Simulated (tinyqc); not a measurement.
Inside a calculation. Method: Pariser-Parr-Pople SCF with singles CI, for the molecule C=C1C=CC=C1 (SMILES; centres numbered as the heavy atoms are written). One step of it, computed by the program tinyqc.

Question. PPP integrals. Mataga-Nishimoto: gamma = 14.399645/(R + a), a = 2 x 14.399645/(gamma_rr + gamma_ss); H_rr = -W_r - sum_(s != r) z_s gamma_rs; H_rs = beta for bonds.

Centres (angstrom, eV; a flat drawing with bonds scaled to 1.40 angstrom):
```
centre          x          y  core charge z          W   gamma_rr
1C       2.159000   0.000000              1  11.160000  11.130000
2C       0.759000   0.000000              1  11.160000  11.130000
3C      -0.064000   1.133000              1  11.160000  11.130000
4C      -1.395000   0.700000              1  11.160000  11.130000
5C      -1.395000  -0.700000              1  11.160000  11.130000
6C      -0.064000  -1.133000              1  11.160000  11.130000
```

Resonance integrals (eV):
```
i  j       beta
1  2  -2.390000
2  3  -2.390000
3  4  -2.390000
4  5  -2.390000
5  6  -2.390000
6  2  -2.390000
```

Give: repulsion gamma_rs; core matrix H.

Answer.

repulsion gamma_rs (eV), lower triangle:
```
        1C      2C      3C      4C      5C      6C
1C  11.130
2C   5.346  11.130
3C   3.801   5.345  11.130
4C   2.929   4.046   5.346  11.130
5C   2.929   4.046   4.046   5.346  11.130
6C   3.801   5.345   4.045   4.046   5.346  11.130
```

core matrix H (eV), lower triangle:
```
         1C       2C       3C       4C       5C       6C
1C  -29.965
2C   -2.390  -35.288
3C    0.000   -2.390  -33.743
4C    0.000    0.000   -2.390  -32.873
5C    0.000    0.000    0.000   -2.390  -32.873
6C    0.000   -2.390    0.000    0.000   -2.390  -33.743
```
